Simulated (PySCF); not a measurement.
## Continuum solvent and chemical shifts

Molfile (atoms numbered from 1):
```
ClH5Si2
     RDKit          3D

  8  7  0  0  0  0  0  0  0  0999 V2000
    1.2027    0.1713    0.0357 Si  0  0  0  0  0  4  0  0  0  0  0  0
   -1.1048   -0.3004   -0.0211 Si  0  0  0  0  0  4  0  0  0  0  0  0
   -2.1514    1.4574   -0.3817 Cl  0  0  0  0  0  0  0  0  0  0  0  0
    1.7683   -0.2180    1.3638 H   0  0  0  0  0  0  0  0  0  0  0  0
    1.9089   -0.6005   -1.0325 H   0  0  0  0  0  0  0  0  0  0  0  0
    1.4135    1.6328   -0.1854 H   0  0  0  0  0  0  0  0  0  0  0  0
   -1.5796   -0.8567    1.2796 H   0  0  0  0  0  0  0  0  0  0  0  0
   -1.4396   -1.2671   -1.1076 H   0  0  0  0  0  0  0  0  0  0  0  0
  1  2  1  0
  2  3  1  0
  1  4  1  0
  1  5  1  0
  1  6  1  0
  2  7  1  0
  2  8  1  0
M  END
```

GIAO PBE0/pcSseg-1 in PySCF on one PBE0-D3(BJ)/def2-SVP conformer, non-relativistic, equivalent nuclei averaged. Solvents enter as an IEF-PCM continuum (cyclohexane with ε = 2.0, dichloromethane with ε = 8.9) around the gas-phase geometry. Shifts are referred to TMS computed in the same medium.

Gas phase, δ in ppm: Si2 -20.8, Si1 -97.3, H7/H8 5.26, H4/H5/H6 3.72. Dipole moment 1.75 D.

Task: How does each δ change in the continuum?

Result: 
| atoms | environment | Δδ, cyclohexane | Δδ, dichloromethane |
| --- | --- | --- | --- |
| Si2 | silicon bonded to Cl, Si, 2 H | +3.4 | +4.7 |
| Si1 | silicon bonded to Si, 3 H | -4.0 | -3.4 |
| H7/H8 | hydrogen on a silicon bonded to Cl, Si | +0.05 | +0.08 |
| H4/H5/H6 | hydrogen on a silicon bonded to Si | -0.09 | -0.09 |

Changes are relative to the gas phase. The dipole moment becomes 1.94 D in cyclohexane, 2.18 D in dichloromethane.

Task: Which nuclei move most (in ppm), and what does the model miss?

Result: Si2 (silicon bonded to Cl, Si, 2 H, +4.7 ppm) in dichloromethane. A continuum only polarises the solute; specific hydrogen bonds, the anisotropy of aromatic solvents and changes of geometry or conformer are outside it.
